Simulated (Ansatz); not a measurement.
**C₂H₆ (singlet): wave-function methods side by side, 6-31G***

Aim: climb from Hartree-Fock through coupled cluster and multireference methods for C₂H₆ (singlet) at one geometry and basis, and see what each rung misses.

Program: Ansatz 0.2.0, Gaussian basis. Level of theory: 6-31G*, core rule «outside noble gas», up to 2 orbitals frozen. These are calculated values, not measurements.

The runs, in order: UHF; CCSD(T) on RHF; BCCD(T) on RHF; CISD; CCSDT(Q) on RHF; CCSDTQ on RHF; CASSCF and MRCISD+Q, 8 electrons in 8 orbitals; CASSCF and NEVPT2, 8 electrons in 8 orbitals.

17 further runs of the same task are left out: 17 set aside as unsound or not needed.

### Step 1. The system

The geometry is an MP2(full)/6-31G* stationary point (not a proven minimum).

8 atoms, charge 0, spin multiplicity 1.

Atoms are counted from 1 here; the program's logs count them from 0.

Bond lengths: C1–C2 1.524 Å, C1–H3 1.093 Å, C1–H4 1.093 Å, C1–H5 1.093 Å, C2–H6 1.093 Å, C2–H7 1.093 Å, C2–H8 1.093 Å. Angles: C2–C1–H3 111.2°, C2–C1–H4 111.2°, C2–C1–H5 111.2°, H3–C1–H4 107.7°, H3–C1–H5 107.7°, H4–C1–H5 107.7°, C1–C2–H6 111.2°, C1–C2–H7 111.2°, C1–C2–H8 111.2°, H6–C2–H7 107.7°, H6–C2–H8 107.7°, H7–C2–H8 107.7°.

### Step 2. UHF

Contents of in.yaml:

```yaml
crystal:
  periodic: [false, false, false]
  atoms:
    - {symbol: C, position_ang: [0.000000, 0.000000, 0.762209]}
    - {symbol: C, position_ang: [0.000000, 0.000000, -0.762209]}
    - {symbol: H, position_ang: [0.000000, 1.018957, 1.157229]}
    - {symbol: H, position_ang: [-0.882443, -0.509479, 1.157229]}
    - {symbol: H, position_ang: [0.882443, -0.509479, 1.157229]}
    - {symbol: H, position_ang: [0.000000, -1.018957, -1.157229]}
    - {symbol: H, position_ang: [-0.882443, 0.509479, -1.157229]}
    - {symbol: H, position_ang: [0.882443, 0.509479, -1.157229]}
basis:
  gaussian: {orbitals: "6-31G*"}
magnetization: {spin_polarized: true, initial_magnetization: 0}
hamiltonian: {xc: hf}
output: {orbitals: {seedname: orbitals}}
```

Run with:

```console
ansatz run in.yaml --threads 1 --pin off --events-out ev --progress --plain --max-ram 3328MiB --backend cpu
```

Further steps of the session: CCSD(T) on RHF; BCCD(T) on RHF; CISD; CCSDT(Q) on RHF; CCSDTQ on RHF; CASSCF and MRCISD+Q, 8 electrons in 8 orbitals; CASSCF and NEVPT2, 8 electrons in 8 orbitals.

Before running them: what should the planned runs give, taken together? Wanted: RCCSDTQ below the RHF energy; RMP2 from RCCSDTQ; RCCSD from RCCSDTQ; RCCSD(T) from RCCSDTQ; RCCSDT(Q) from RCCSDTQ; NEVPT2 frontier from RCCSDTQ; MRCISD+Q frontier from RCCSDTQ; T1 diagnostic.

As calculated:

| quantity | value |
| --- | --- |
| RCCSDTQ below the RHF energy | -8.3456 eV |
| RMP2 from RCCSDTQ | +106.3 kJ/mol |
| RCCSD from RCCSDTQ | +20.5 kJ/mol |
| RCCSD(T) from RCCSDTQ | +2.2 kJ/mol |
| RCCSDT(Q) from RCCSDTQ | 0.0 kJ/mol |
| NEVPT2 frontier from RCCSDTQ | +110.4 kJ/mol |
| MRCISD+Q frontier from RCCSDTQ | +5.0 kJ/mol |
| levels within 1 kcal/mol (43 meV) | RCCSD(T), BCCD(T), RCCSDT, RCCSDT(Q) |
| T1 diagnostic | 0.007 |

RCCSD(T) misses by +2.2 kJ/mol, 0.3 % of the correlation energy. Of the multireference levels listed MRCISD+Q frontier comes nearest in total energy (+5.0 kJ/mol), which doesn't show that its space is the better one. These misses are within one basis, not against nature.
